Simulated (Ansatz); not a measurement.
A rate constant, worked out

An elementary step of CH$_{6}$Si, closed shell (CH₆Si ([CH3][SiH3]) → CH₄Si ([CH3][SiH]) + H₂; Si–H, Si–H broken or loosened, H–H formed or tightened). The start structure is the reactant molecule, and the electronic barrier above it is 2.774 eV by CCSD(T) at an estimated basis limit (MP2 extrapolated from triple and quadruple zeta, plus CCSD(T) − MP2 in triple zeta). Ansatz 0.2.0; basis: def2-TZVPP and def2-QZVPP; cores frozen in the correlated methods. Extrapolation: Hartree–Fock as exp(−7.88 √X), correlation as X^−2.97. Harmonic wavenumbers at PBE0-D4/def2-TZVP (Ansatz 0.2.0), in cm⁻¹:

Start: 199, 515, 515, 707, 880, 880, 936, 952, 952, 1279, 1453, 1453, 2220, 2220, 2220, 3055, 3140, 3140.

Saddle: 1041i, 148, 499, 603, 680, 750, 849, 919, 1048, 1276, 1448, 1466, 1685, 2116, 2202, 3058, 3135, 3157.

Problem. Work out the transition-state-theory rate constant at 700 K from these numbers alone (harmonic vibrations; rotation, path degeneracy and anharmonicity left out), and the Wigner tunnelling factor. Use 1 cm⁻¹ = 1.2398 × 10⁻⁴ eV and k_B = 8.617 × 10⁻⁵ eV/K.

Solution. Zero-point energies, half the sums: start 26716/2 cm⁻¹ = 1.6562 eV; saddle, real modes only, 25039/2 cm⁻¹ = 1.5522 eV.
Barrier with zero-point energy: 2.774 + 1.5522 − 1.6562 = 2.6700 eV.
k_BT = 0.06032 eV, so the barrier is 44.26 k_BT.
Vibrational partition functions from the zero-point level, ln q = −Σ ln(1 − exp(−hν/k_BT)): start 3.246, saddle 3.367.
k = (k_BT/h) exp(ln q‡ − ln q) exp(−E0/k_BT), with log₁₀(k_BT/h in s⁻¹) = 13.16: log₁₀ k = 13.16 + (0.121 − 44.26)/2.3026 = -6.01, so k ≈ 9.8 × 10^(-7) s⁻¹.
Wigner factor: 1 + (hν‡/k_BT)²/24 = 1 + (2.14)²/24 = 1.19. A change of 1 kcal/mol (0.043 eV) in the barrier would change k by a factor of 2.1 at this temperature.

T1 diagnostic: at most 0.013. The restricted Hartree–Fock reference is unstable towards an unrestricted one at one or more of these structures.

Losses and insertions of silylenes and their heavier kin drive the gas-phase chemistry of silicon and germanium vapour deposition.

Labels in which every atom is bracketed show which atoms are joined, not bond orders.

For scale, one of the runs: CCSD(T)/def2-TZVPP, 157 basis functions, launched by `ansatz run in.yaml --threads 2 --pin off --events-out ev --progress --plain --max-ram 4352MiB`. Hardware: 2 CPU threads of an Intel Xeon 6975P-C, shared host. Wall time 5.5 s; peak host memory 1.2 GiB.
